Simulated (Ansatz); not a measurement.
Two shapes of singlet C₄H₅N.

Shape 1:

```xyz
10

N     1.1824    0.0000    0.0000
C     0.3654    1.1245    0.0000
C    -0.9566    0.6950    0.0000
C    -0.9566   -0.6950    0.0000
C     0.3654   -1.1245    0.0000
H     2.1974    0.0000    0.0000
H     0.7022    2.1612    0.0000
H    -1.8384    1.3357    0.0000
H    -1.8384   -1.3357    0.0000
H     0.7022   -2.1612    0.0000
```

Shape 2:

```xyz
10

N     1.2201    0.0119    0.0306
C     0.3452    1.0838   -0.0209
C    -0.9177    0.6646    0.0077
C    -0.9372   -0.6804   -0.0437
C     0.3509   -1.1269    0.0478
H     2.2273    0.0360   -0.0176
H     0.7050    2.2027    0.0277
H    -1.8086    1.3112    0.0318
H    -1.8483   -1.3300   -0.0487
H     0.7256   -2.1909   -0.0327
```

Basis set: 6-31G* (spherical functions). Left uncorrelated: 5 orbitals. Charge 0, multiplicity 1.

Computed with Ansatz (development build ahead of 0.2.0); each method stands on the lowest determinant of its kind that the runs found.

Q: Which shape is lower in energy, and by how much in each method?

A:

```csv
method,E(2) − E(1) (eV)
RHF,0.534
RHF-MP2,0.524
```

Shape 1 is lower.
